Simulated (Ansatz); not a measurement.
The input, for Ansatz 0.2.0:

```yaml
crystal:
  periodic: [false, false, false]
  atoms:
    - {symbol: Cl, position_ang: [-2.037020, 0.251057, 0.000000]}
    - {symbol: H, position_ang: [-0.104020, 0.251057, 0.000000]}
    - {symbol: N, position_ang: [0.935980, 0.251057, 0.000000]}
    - {symbol: H, position_ang: [1.205061, -0.753170, 0.000000]}
basis:
  gaussian: {orbitals: cc-pVDZ, fitting: {mean_field: def2-universal-jkfit}}
magnetization: {spin_polarized: true, initial_magnetization: 2}
correlation: {method: bccd_t, electrons: valence}
```

```sh
$ ansatz run in.yaml --threads 1 --pin off --events-out ev --progress --plain --max-ram 2393MiB
```

Output:

```
241 factors; integrals over basis functions are off by at most 2.3e-1 eV
mean field evaluation 1: about -14012.8239 eV, gradient 1.1e1 eV
mean field evaluation 2: about -14013.8703 eV, gradient 5.3e0 eV
mean field evaluation 4: about -14014.3336 eV, gradient 2.0e0 eV
mean field evaluation 8: about -14014.5279 eV, gradient 1.1e-1 eV
mean field evaluation 16: about -14014.4438 eV, gradient 1.3e0 eV
mean field evaluation 32: about -14014.5302 eV, gradient 4.7e-5 eV
mean field evaluation 64: about -14014.4713 eV, gradient 7.0e-1 eV
mean field evaluation 96: about -14014.4433 eV, gradient 3.2e-1 eV
mean field evaluation 128: about -14014.3316 eV, gradient 5.6e-2 eV
mean field evaluation 160: about -14012.2792 eV, gradient 2.7e-2 eV
...
cycle   5  -8.07200169 eV  change   -1.2e-4 eV  update   3.3e-4
cycle   6  -8.07192678 eV  change    7.5e-5 eV  update   2.1e-4
cycle   7  -8.07187332 eV  change    5.3e-5 eV  update   9.9e-5
cycle   8  -8.07186314 eV  change    1.0e-5 eV  update   7.3e-5
cycle   9  -8.07185736 eV  change    5.8e-6 eV  update   6.2e-5
cycle  10  -8.07184877 eV  change    8.6e-6 eV  update   5.9e-5
cycle  11  -8.07185542 eV  change   -6.6e-6 eV  update   5.4e-5
cycle  12  -8.07184763 eV  change    7.8e-6 eV  update   3.9e-5
cycle  13  -8.07184757 eV  change    6.1e-8 eV  update   1.8e-5
cycle  14  -8.07184390 eV  change    3.7e-6 eV  update   8.1e-6
perturbative correction -0.14386228 eV, -0.0052868412 hartree
Total energy: -14022.74589770 eV, -515.3264067818 hartree
```

Ran on 1 thread of Arm Neoverse V2, shared host: 7.5 s wall, 0.18 GiB peak host memory.
